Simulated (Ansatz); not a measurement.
doublet NS: levels of theory in one basis

```yaml
atoms:
  - { symbol: N, position_ang: [0.0000, 0.0000, 0.0000] }
  - { symbol: S, position_ang: [0.0000, 0.0000, 1.4193] }
```

Basis set: def2-SVP (spherical functions). Correlated methods keep 6 orbitals frozen. Correlation on ROHF uses semicanonical orbitals with singles. Charge 0, multiplicity 2.

Computed with Ansatz (development build ahead of 0.2.0); each method stands on the lowest determinant of its kind that the runs found.

| method | E − E(ROHF) (eV) | <S²> of the determinant |
| --- | --- | --- |
| ROHF | 0.00 | 0.75 |
| UHF | -0.28 | 0.96 |
| UHF-MP2 | -7.11 | 0.96 |
| ROHF-CCSD(T) | -8.28 | – |
| UHF-CCSD(T) | -8.26 | 0.96 |

(1) What does ROHF-MP2 give on the same scale?

(2) Is a single determinant a sound starting point here?

Answers

(1) -7.65 eV.

(2) Only with care. Unrestricted orbitals gain 0.28 eV and <S²> is 0.96 against 0.75 for a pure state, a contamination that matters most for the unrestricted series.

Caution for UHF, UHF-MP2, UHF-CCSD(T): the unrestricted determinant is spin contaminated.
